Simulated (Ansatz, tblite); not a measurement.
# The cluster AsS₂+: one state, many levels

The task here is to estimate one member of a computed series from the others.

Program: Ansatz 0.2.0, Gaussian basis. Level of theory: as each input shows. These are calculated values, not measurements.

The runs, in order: GFN1-xTB, GFN2-xTB, PBE-D4/def2-TZVP, r2SCAN-D4/def2-TZVP, r2SCANh-D4/def2-TZVP, BLYP-D4/def2-TZVP, B97M-V/def2-TZVP, B3LYP-D4/def2-TZVP, BHLYP-D4/def2-TZVP, PBE-D4/def2-SVP, PBE0-D4/def2-SVP, CCSD(T)/def2-TZVPP, MP2/def2-TZVP, RPA/def2-TZVP.

## The relaxed structure

The geometry is that of the singlet, from an earlier relaxation (PBE0-D4/def2-TZVP). At that level it is the lowest of the isomers that a small search found.

3 atoms, charge 1, spin multiplicity 1.

Bond lengths: As1–S2 2.118 Å, As1–S3 2.118 Å, S2–S3 2.191 Å. Angles: S2–As1–S3 62.3°, As1–S2–S3 58.9°, As1–S3–S2 58.9°.

Geometry (Å):

```xyz
3
charge 1, multiplicity 1
As   -0.54867   -0.79581   -0.72547
S    -0.53067    0.28336    1.09718
S     1.07934    0.51244   -0.37171
```

The ion is computed in the gas phase, without counter-ions or solvent.

PBE0-D4/def2-TZVP was run before; its log isn't repeated, and its numbers join the tables.

Set-up of the first run:

Tight binding, by tblite at 300 K electronic temperature and without a spin-polarisation term:

```python
tblite.interface.Calculator('GFN1-xTB', numbers, positions, charge=1, uhf=0).singlepoint()
```

Tight binding, by tblite at 300 K electronic temperature and without a spin-polarisation term:

```python
tblite.interface.Calculator('GFN2-xTB', numbers, positions, charge=1, uhf=0).singlepoint()
```

start.molden holds the orbitals of an earlier run on this state, given as this run's starting guess.

in.yaml

```yaml
crystal:
  periodic: [false, false, false]
  atoms:
    - {symbol: As, position_ang: [-0.548669, -0.795814, -0.725472]}
    - {symbol: S, position_ang: [-0.530669, 0.283364, 1.097182]}
    - {symbol: S, position_ang: [1.079338, 0.512440, -0.371710]}
basis:
  gaussian: {orbitals: def2-TZVP, initial_orbitals: start.molden}
total_charge: 1
hamiltonian: {xc: pbe, dispersion: d4}
scf: {omitted_lower_state_checks: [starts]}
output: {orbitals: {seedname: orbitals}}
```

Launch:

```console
$ ansatz run in.yaml --threads 4 --pin off --events-out ev --progress --plain --max-ram 3916MiB
```

Steps of the session up to this table: PBE-D4/def2-TZVP; r2SCAN-D4/def2-TZVP; r2SCANh-D4/def2-TZVP; BLYP-D4/def2-TZVP; B97M-V/def2-TZVP; B3LYP-D4/def2-TZVP; BHLYP-D4/def2-TZVP; PBE-D4/def2-SVP; PBE0-D4/def2-SVP; CCSD(T)/def2-TZVPP; MP2/def2-TZVP; RPA/def2-TZVP.

One table of the session follows, with a row left open; its other results are not shown here.

```
               level  HOMO (eV)  LUMO (eV)  gap (eV)
     PBE-D4/def2-SVP     -11.97     -11.01      0.97
    PBE-D4/def2-TZVP     -11.85     -10.88      0.97
   BLYP-D4/def2-TZVP     -11.66     -10.73      0.93
 r2SCAN-D4/def2-TZVP     -12.08     -10.93      1.15
    B97M-V/def2-TZVP     -12.10     -10.77      1.33
r2SCANh-D4/def2-TZVP     -12.48     -10.64      1.84
  B3LYP-D4/def2-TZVP          ?          ?         ?
    PBE0-D4/def2-SVP     -13.11     -10.35      2.76
   PBE0-D4/def2-TZVP     -12.94     -10.18      2.77
  BHLYP-D4/def2-TZVP     -13.88      -9.31      4.57
```

Estimate the missing values for B3LYP-D4/def2-TZVP.

Worked estimate for «HOMO (eV)». Against the share of exact exchange, BLYP-D4/def2-TZVP (0, -11.66), BHLYP-D4/def2-TZVP (0.5, -13.88) give a slope of -4.44 per unit share; at 0.2 the line stands at -12.55.

**Answer.** HOMO (eV): -12.70; LUMO (eV): -10.35; gap (eV): 2.36. In «HOMO (eV)» the line misses by +0.15.
